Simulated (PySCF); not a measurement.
BCl₃, SMILES ClB(Cl)Cl.

Coordinates come from a TPSSh-D3(BJ)/def2-SVP optimisation. The isomer is the one that the SMILES or the coordinates give; other isomers of the formula were not compared.

All values below come from M06-2X/def2-TZVPD run with PySCF.

- total energy: -1405.57091 hartree
- point group: D3h
- highest occupied level: -10.51 eV
- lowest empty level: -0.98 eV
- orbital gap: 9.54 eV
- dipole moment: 0.00 D
- quadrupole, principal values (traceless, Buckingham form, about the centre of nuclear charge): -0.47, -0.47, 0.93 D·Å
- mean static polarisability: 55.5 bohr³ (8.23 Å³)
- polarisability, principal values: 41.4, 62.6, 62.6 bohr³
